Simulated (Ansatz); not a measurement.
O3S (`O=S(=O)=O`): measurement beside calculation (Ansatz, PBE0-D4/def2-TZVP geometry).

```xyz
4

O     0.388   -0.766   -1.130
S     0.000    0.000    0.000
O    -0.801    1.159   -0.170
O     0.413   -0.393    1.300
```

Measured: 1064.92 cm⁻¹ (nu1 fundamental, totally symmetric stretch, 32S16O3, high-resolution rovibrational spectroscopy); 497.57 cm⁻¹ (nu2 fundamental, symmetric (out-of-plane) bend, 32S16O3, high-resolution infrared spectroscopy); 1391.52 cm⁻¹ (nu3 fundamental, asymmetric stretch, 32S16O3, high-resolution infrared spectroscopy); 530.09 cm⁻¹ (nu4 fundamental, asymmetric bend, 32S16O3, high-resolution infrared spectroscopy). Source: ExoMol molecular line lists - XVII The rotation-vibration spectrum of hot SO$_3$, 2016 (arxiv:1607.01242).

Harmonic PBE0-D4 wavenumbers (cm⁻¹, unscaled): 509, 534, 534, 1110, 1445, 1445. Fundamentals include anharmonicity and usually lie a few per cent under these; harmonic values from spectra compare directly.
